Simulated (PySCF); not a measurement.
# CF₂: structure of the triplet

The task is one start of a wider search on CF₂: the triplet, from a linear start. It is relaxed, tested by its Hessian and followed downhill if it is a saddle.

Computed with PySCF 2.14.0. Level: PBE, basis C def2-TZVP, F def2-TZVP, no relativity, density fitting.

## 1. The starting structure

3 atoms, charge 0, spin multiplicity 3.

Bond lengths: C1–F2 1.390 Å, C1–F3 1.390 Å. Angles: F2–C1–F3 180.0°.

Z-matrix (Å, degrees; charge 0 multiplicity 3):
```
C
F  1 1.3900
F  1 1.3900 2 180.00
```

## 2. First SCF at the start

The steps below are one call of a driver around PySCF. For each, scf.py gives the equivalent set-up of the SCF; relaxations use the driver's own optimiser. After this first run the driver tries any further starts and a stability analysis.

scf.py reads:

```python
from pyscf import gto, scf, dft
mol = gto.M(atom='''
C      0.000000     0.000000     0.000000
F      0.000000     0.000000     1.390000
F      0.000000     0.000000    -1.390000''',
    basis={'C': 'def2-TZVP', 'F': 'def2-TZVP'},
    charge=0, spin=2)
mf = dft.UKS(mol, xc='PBE')
mf.grids.atom_grid = (50, 194)
aux = {'C': 'def2-universal-JKFIT', 'F': 'def2-universal-JKFIT'}
mf = mf.density_fit(auxbasis=aux)
mf.conv_tol = 1e-08
mf.diis_space = 10
mf.max_cycle = 60
mf.init_guess = 'minao'
mf.verbose = 4
mf.kernel()
```

The run is started by

```console
$ OMP_NUM_THREADS=4 python axn.py task.json out
```

Log:

```text
init E= -237.699019926573
[... the frontier-level lines of each cycle are left out ...]
cycle= 1 E= -237.329328010659  delta_E= 0.37  |g|= 0.467  |ddm|= 1.51
cycle= 2 E= -236.534637188833  delta_E= 0.795  |g|= 1.56  |ddm|= 1.64
cycle= 3 E= -237.410911463796  delta_E= -0.876  |g|= 0.0523  |ddm|= 1.44
cycle= 4 E= -237.411707572638  delta_E= -0.000796  |g|= 0.0132  |ddm|= 0.0269
cycle= 5 E= -237.41175136263  delta_E= -4.38e-05  |g|= 0.00489  |ddm|= 0.0158
cycle= 6 E= -237.4117580151  delta_E= -6.65e-06  |g|= 0.00194  |ddm|= 0.00728
cycle= 7 E= -237.411759973285  delta_E= -1.96e-06  |g|= 0.000145  |ddm|= 0.00277
cycle= 8 E= -237.411759987872  delta_E= -1.46e-08  |g|= 3.35e-05  |ddm|= 0.000161
cycle= 9 E= -237.411759989157  delta_E= -1.29e-09  |g|= 5.61e-06  |ddm|= 6.06e-05
Extra cycle  E= -237.411759989189  delta_E= -3.18e-11  |g|= 5.02e-06  |ddm|= 2.59e-05
converged SCF energy = -237.411759989189  <S^2> = 2.0082372  2S+1 = 3.0054865
```

This step, with its further starts and checks, took 6.5 s on 4 threads of Arm Neoverse V1, shared host.

The starts that the driver tried:

```tsv
start	energy (Eh)
the minimal-basis guess	-237.411760
a thermally smeared density	-237.411760
a smeared PBE density	-237.411760
```

No lower solution of this spin turned up from the other starts or in the test of internal stability.

## 3. Relaxing the triplet from the linear start

The program finds D∞h symmetry in the start, which this walk keeps. Threshold on the gradient: 0.0003 Eh/bohr, with a further test on the energy change.

scf.py, as its differences from that of step 2:

```diff
@@ -15 +14,0 @@
-mf.init_guess = 'minao'
```

Steps of the walk:

```tsv
step	energy (Eh)	change (kJ/mol)	largest symmetric gradient (Eh/bohr)
0	-237.411760	0.00	0.01822
1	-237.412839	-2.83	0.00269
2	-237.412867	-2.91	0.00022
3	-237.412867	-2.91	0.00000
```

The walk took 2.9 s.

Positions (Å) and forces (eV/Å) along the way:

```
step 0
C    0.000   0.000   0.000   0.000   0.000   0.000
F    0.000   0.000   1.390   0.000   0.000   0.937
F    0.000   0.000  -1.390   0.000   0.000  -0.937
step 1
C    0.000   0.000   0.000   0.000   0.000   0.000
F    0.000   0.000   1.428   0.000   0.000  -0.138
F    0.000   0.000  -1.428   0.000   0.000   0.138
step 2
C    0.000   0.000   0.000   0.000   0.000   0.000
F    0.000   0.000   1.423   0.000   0.000  -0.011
F    0.000   0.000  -1.423   0.000   0.000   0.011
step 3
C    0.000   0.000   0.000   0.000   0.000   0.000
F    0.000   0.000   1.423   0.000   0.000   0.000
F    0.000   0.000  -1.423   0.000   0.000   0.000
```

End point (D∞h, 3 steps, 2.9 kJ/mol gained): C–F 1.423 Å (×2); F–C–F 180.0°.

## 4. Vibrations and properties at this point

On the finer grid the gradient is checked again; gradients at displacements of ±0.02 bohr then give force constants and infrared intensities.

scf.py, as its differences from that of step 3:

```diff
@@ -4,2 +4,2 @@
-F      0.000000     0.000000     1.390000
-F      0.000000     0.000000    -1.390000''',
+F     -0.000000    -0.000000     1.423039
+F      0.000000     0.000000    -1.423039''',
@@ -9 +9 @@
-mf.grids.atom_grid = (50, 194)
+mf.grids.atom_grid = (75, 302)
@@ -12 +12 @@
-mf.conv_tol = 1e-08
+mf.conv_tol = 1e-10
```

This SCF starts from the last density.

Log of the central SCF (cycles and frontier levels):

```text
init E= -237.412870486423
[... the frontier-level lines of each cycle are left out ...]
cycle= 1 E= -237.412870486199  delta_E= 2.23e-10  |g|= 2.7e-05  |ddm|= 1.67e-05
cycle= 2 E= -237.412870483825  delta_E= 2.37e-09  |g|= 8.79e-05  |ddm|= 5.2e-05
cycle= 3 E= -237.412870486447  delta_E= -2.62e-09  |g|= 1.13e-06  |ddm|= 3.97e-05
cycle= 4 E= -237.412870486447  delta_E= -1.14e-13  |g|= 5.14e-07  |ddm|= 1.73e-06
Extra cycle  E= -237.412870486449  delta_E= -1.25e-12  |g|= 7.14e-07  |ddm|= 5.25e-06
converged SCF energy = -237.412870486449  <S^2> = 2.0086464  2S+1 = 3.0057587
```

The whole step took 19 s.

Geometry: D∞h; C–F 1.423 Å (×2); F–C–F 180.0°.

Modes, for the most abundant isotopes:

```
ω (cm⁻¹)  IR (km/mol)
   1119i          106
     393          631
     582         19.2
     612          0.0
```

1 mode is imaginary, the largest at 1119i cm⁻¹: a saddle point, not a minimum.

The SCF density has lower symmetry than the nuclear frame, so the modes carry no labels; pairs that should be degenerate can split.

Constants and moments:

- Dipole moment: 0.00 D
- Highest occupied level: -5.34 eV
- Lowest empty level: -5.10 eV
- Rotational constants: 0.2191 cm⁻¹
- Zero-point energy (real modes): 9.5 kJ/mol
- Principal polarisabilities: 11.2, 14.8, 27.0 bohr³
- Atomisation energy without zero-point energy: 732 kJ/mol
- Principal traceless quadrupole moments about the centre of mass: -1.82, -0.11, 1.93 D Å
- Spin squared ⟨S²⟩: 2.009

Charges (e) and bond orders:

```tsv
atom	Mulliken	Löwdin	polar tensor	spin (Mulliken)	Mayer order to C1
C1	0.11	-0.25	0.62	1.60	–
F2,3	-0.05	0.13	-0.31	0.20	1.10
```

Mulliken populations on C1: s 3.61, p 2.12, d 0.15, f 0.02.

## 5. Leaving the saddle point

The atoms are moved a little along the softest imaginary mode and relaxed again.

The program finds C2v symmetry in the start, which this walk keeps. The walk stops when the largest gradient is under 0.0003 Eh/bohr and the energy has settled too.

scf.py, as its differences from that of step 4:

```diff
@@ -3,3 +3,3 @@
-C      0.000000     0.000000     0.000000
-F     -0.000000    -0.000000     1.423039
-F      0.000000     0.000000    -1.423039''',
+C     -0.000040     0.120000    -0.000000
+F      0.000013    -0.037898     1.423039
+F      0.000013    -0.037898    -1.423039''',
@@ -9 +9 @@
-mf.grids.atom_grid = (75, 302)
+mf.grids.atom_grid = (50, 194)
@@ -12 +12 @@
-mf.conv_tol = 1e-10
+mf.conv_tol = 1e-08
```

Energy and gradient, step by step:

```tsv
step	energy (Eh)	change (kJ/mol)	largest symmetric gradient (Eh/bohr)
0	-237.426150	0.00	0.06384
1	-237.463608	-98.35	0.06491
2	-237.488955	-164.90	0.04986
3	-237.491065	-170.44	0.03683
4	-237.493473	-176.76	0.00562
5	-237.493560	-176.99	0.00117
6	-237.493562	-176.99	0.00019
```

The walk took 7.6 s.

Positions (Å) and forces (eV/Å) along the way:

```
step 0
C    0.000   0.120   0.000  -0.001   3.283   0.000
F    0.000  -0.038   1.423   0.001  -1.641  -1.494
F    0.000  -0.038  -1.423   0.001  -1.641   1.493
step 1
C    0.000   0.332   0.000   0.000   0.184   0.001
F    0.000  -0.144   1.358   0.000  -0.092  -3.338
F    0.000  -0.144  -1.358   0.000  -0.092   3.337
step 3
C    0.000   0.440   0.000  -0.001   1.894  -0.002
F    0.000  -0.198   1.120   0.000  -0.948   1.630
F    0.000  -0.198  -1.120   0.000  -0.947  -1.628
step 6
C    0.000   0.458   0.000   0.000   0.010   0.000
F    0.000  -0.207   1.147   0.000  -0.005   0.003
F    0.000  -0.207  -1.147   0.000  -0.005  -0.003
```

After 6 steps and 177.0 kJ/mol it ends at C2v: C–F 1.326 Å (×2); F–C–F 119.8°.

## 6. Hessian and properties

The same treatment as at the point before.

scf.py, as its differences from that of step 5:

```diff
@@ -3,3 +3,3 @@
-C     -0.000040     0.120000    -0.000000
-F      0.000013    -0.037898     1.423039
-F      0.000013    -0.037898    -1.423039''',
+C     -0.000168     0.505629    -0.000000
+F      0.000053    -0.159731     1.147027
+F      0.000053    -0.159731    -1.147027''',
@@ -9 +9 @@
-mf.grids.atom_grid = (50, 194)
+mf.grids.atom_grid = (75, 302)
@@ -12 +12 @@
-mf.conv_tol = 1e-08
+mf.conv_tol = 1e-10
```

SCF at the final geometry:

```text
init E= -237.493571442932
[... the frontier-level lines of each cycle are left out ...]
cycle= 1 E= -237.493571442908  delta_E= 2.4e-11  |g|= 1e-05  |ddm|= 5.72e-06
cycle= 2 E= -237.493571442769  delta_E= 1.39e-10  |g|= 2.37e-05  |ddm|= 1.35e-05
cycle= 3 E= -237.493571442939  delta_E= -1.7e-10  |g|= 1.89e-07  |ddm|= 9.47e-06
cycle= 4 E= -237.493571442938  delta_E= 6.82e-13  |g|= 8e-09  |ddm|= 8.01e-08
Extra cycle  E= -237.493571442939  delta_E= -3.41e-13  |g|= 8.48e-09  |ddm|= 9.88e-09
converged SCF energy = -237.493571442939  <S^2> = 2.0030234  2S+1 = 3.0020149
```

The whole step took 18 s on 4 threads of Arm Neoverse V1, shared host.

Geometry: C2v; C–F 1.326 Å (×2); F–C–F 119.8°.

Harmonic modes (main isotopes):

| symmetry | ω (cm⁻¹) | IR (km/mol) | μ (u) |
| --- | --- | --- | --- |
| a1 | 495 | 4.9 | 16.82 |
| a1 | 1105 | 43.5 | 14.46 |
| b2 | 1272 | 276 | 13.47 |

All wavenumbers are real: a minimum.

Properties at this point:

```
Dipole moment                                                   : 0.21 D
Highest occupied level                                          : -4.47 eV
Lowest empty level                                              : -5.08 eV
Rotational constants                                            : 4.175, 0.3372, 0.312 cm⁻¹
Zero-point energy                                               : 17.2 kJ/mol
Principal polarisabilities                                      : 11.2, 13.1, 17.5 bohr³
Atomisation energy without zero-point energy                    : 943 kJ/mol
Principal traceless quadrupole moments about the centre of mass : -0.83, 0.05, 0.78 D Å
Entropy at 298.15 K and 1 bar (electronic part: spin only)      : 251.4 J/(mol K)
Heat capacity Cp at 298.15 K                                    : 40.4 J/(mol K)
Enthalpy at 298.15 K above 0 K                                  : 10.61 kJ/mol
Rotational symmetry number                                      : 2
Spin squared ⟨S²⟩                                               : 2.003
```

Populations by atom (charges in e):

```csv
atom,Mulliken,Löwdin,polar tensor,spin (Mulliken),Mayer order to C1
C1,0.18,-0.43,0.76,1.73,–
"F2,3",-0.09,0.21,-0.38,0.14,1.17
```

Mulliken populations on C1: s 3.25, p 2.38, d 0.16, f 0.02.

## 7. All stationary points

| spin | group | bonds | imaginary modes (cm⁻¹) | ΔE (kJ/mol) | with zero-point energy |
| --- | --- | --- | --- | --- | --- |
| triplet | C2v | C–F 1.326 Å (×2) | none | 0.0 | 0.0 |
| triplet | D∞h (density of lower symmetry) | C–F 1.423 Å (×2) | 1119i | 211.9 | – |

## 8. Summary of results

| quantity | value |
| --- | --- |
| minimum | triplet, C2v |
| geometry | C–F 1.326 Å (×2); F–C–F 119.8° |
| wavenumbers (cm⁻¹) | 495 (a1), 1105 (a1), 1272 (b2) |
| dipole moment | 0.21 D |
| highest occupied, lowest empty level (either spin) | -4.47, -5.08 eV |
| polar-tensor charge of C1 | +0.76 e |
| zero-point energy | 17.2 kJ/mol |
| entropy at 298.15 K | 251.4 J/(mol K) |
| atomisation energy (no zero-point energy) | 943 kJ/mol |
| ⟨S²⟩ | 2.003 |

What this shows: The linear start (D∞h) ends in a minimum of C2v symmetry, after a stop at a saddle point 211.9 kJ/mol higher, from which it was pushed off along an imaginary mode. An empty level of one spin lies below a filled level of the other, which hints that a lower spin is more stable. In the infrared the band at 1272 cm⁻¹ (b2) leads. Most of the spin sits on C1 (Mulliken spin 1.73, against 2 for the whole molecule). Only this shape and spin were tried, so other structures or states may lie lower.

The search up to here took 55 s.
